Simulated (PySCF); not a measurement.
Thietane, C3H6S.
SMILES: `C1SCC1`

The calculation used PBE0-D3(BJ)/def2-TZVP geometry optimisation, gas phase (PySCF 2.14.0).

Take the most abundant isotopes and a rigid rotor. 

(1) Give the principal moments of inertia and the rotational constants in cm⁻¹.

(2) Classify the top.

(3) Is it planar, by Δ = Ic − Ia − Ib?

(4) Give the other two planar moments, Paa and Pbb, and the rms extents of the mass along the axes.

(5) Give the coordinates in the principal-axis frame, origin at the centre of mass.

(6) Where do the levels up to J = 2 lie, in cm⁻¹?

(7) Which lines would a microwave search look for?

## Answers

(1) Ia = 49.49, Ib = 74.77, Ic = 112.55 u·Å²; 505379 MHz·u·Å²/I gives 10212, 6759 and 4490 MHz, that is A = 0.34064, B = 0.22547, C = 0.14978 cm⁻¹.

(2) An asymmetric top; Ray's κ = -0.207.

(3) Not planar: Δ = Ic − Ia − Ib = -11.71 u·Å². For a rigid frame Δ = −2 Σ m c², so Σ m c² = 5.85 u·Å² lies off the ab plane: 5.02 from hydrogen and 0.84 from heavier atoms. The atom farthest from that plane is 1.22 Å away.

(4) Paa = Σ m a² = (Ib + Ic − Ia)/2 = 68.91 and Pbb = Σ m b² = (Ia + Ic − Ib)/2 = 43.63 u·Å². With the mass M = 74.02 u, the rms extents √(P/M) along a, b and c are 0.96, 0.77, 0.28 Å.

(5) The sense of each axis is arbitrary; atoms in the order of the calculation.
```json
{"atom": "C1", "mass (u)": "12.000", "a (Å)": "-1.392", "b (Å)": "0.000", "c (Å)": "-0.161"}
{"atom": "C2", "mass (u)": "12.000", "a (Å)": "-0.409", "b (Å)": "1.139", "c (Å)": "0.135"}
{"atom": "S3", "mass (u)": "31.972", "a (Å)": "1.011", "b (Å)": "0.000", "c (Å)": "-0.054"}
{"atom": "C4", "mass (u)": "12.000", "a (Å)": "-0.409", "b (Å)": "-1.139", "c (Å)": "0.135"}
{"atom": "H5", "mass (u)": "1.008", "a (Å)": "-1.664", "b (Å)": "0.000", "c (Å)": "-1.217"}
{"atom": "H6", "mass (u)": "1.008", "a (Å)": "-2.309", "b (Å)": "0.000", "c (Å)": "0.434"}
{"atom": "H7", "mass (u)": "1.008", "a (Å)": "-0.475", "b (Å)": "1.513", "c (Å)": "1.158"}
{"atom": "H8", "mass (u)": "1.008", "a (Å)": "-0.411", "b (Å)": "1.978", "c (Å)": "-0.559"}
{"atom": "H9", "mass (u)": "1.008", "a (Å)": "-0.476", "b (Å)": "-1.515", "c (Å)": "1.157"}
{"atom": "H10", "mass (u)": "1.008", "a (Å)": "-0.411", "b (Å)": "-1.977", "c (Å)": "-0.561"}
```

(6) Above 0(0,0):
J = 1: 1(0,1) 0.3753, 1(1,1) 0.4904, 1(1,0) 0.5661
J = 2: 2(0,2) 1.0989, 2(1,2) 1.1652, 2(1,1) 1.3923, 2(2,1) 1.7378, 2(2,0) 1.7647

(7) The dipole components are |μa| = 1.93 D, |μb| = 0.00 D, |μc| = 0.18 D; the mirror of this Cs structure is the ac plane, so μb vanishes by symmetry and there are no b-type lines. The squared components, which scale the intensities, stand as 1.00 : 0.01 (a : c). Some lines, for components of 0.1 D or more:

```
type  branch         J(Ka,Kc)    MHz  lower level (cm⁻¹)
   c       Q  3(1,3) ← 3(0,3)    871               2.134
   c       Q  2(1,2) ← 2(0,2)   1990               1.099
   a       Q  1(1,0) ← 1(1,1)   2269               0.490
   c       Q  1(1,1) ← 1(0,1)   3453               0.375
   a       Q  2(1,1) ← 2(1,2)   6807               1.165
   c       Q  2(2,1) ← 2(1,1)  10359               1.392
   a       R  1(0,1) ← 0(0,0)  11250               0.000
   a       Q  3(1,2) ← 3(1,3)  13420               2.163
   a       R  2(0,2) ← 1(0,1)  21693               0.375
   c       R  2(1,1) ← 1(0,1)  30490               0.375
   a       R  3(2,2) ← 2(2,1)  33749               1.738
   a       R  3(2,1) ← 2(2,0)  36472               1.765
   c       R  3(1,2) ← 2(0,2)  45317               1.099
   c       R  3(2,2) ← 2(1,2)  50914               1.165
   c       R  3(3,1) ← 2(2,1)  57125               1.738
```

Stationary, but not proved a minimum. Zero-point vibration and centrifugal distortion are left out.

On Intel Xeon 6975P-C, one thread, no GPU (shared host), this took 50 s of wall time and 0.74 GiB of memory at its peak. That covers the optimisation of the geometry.
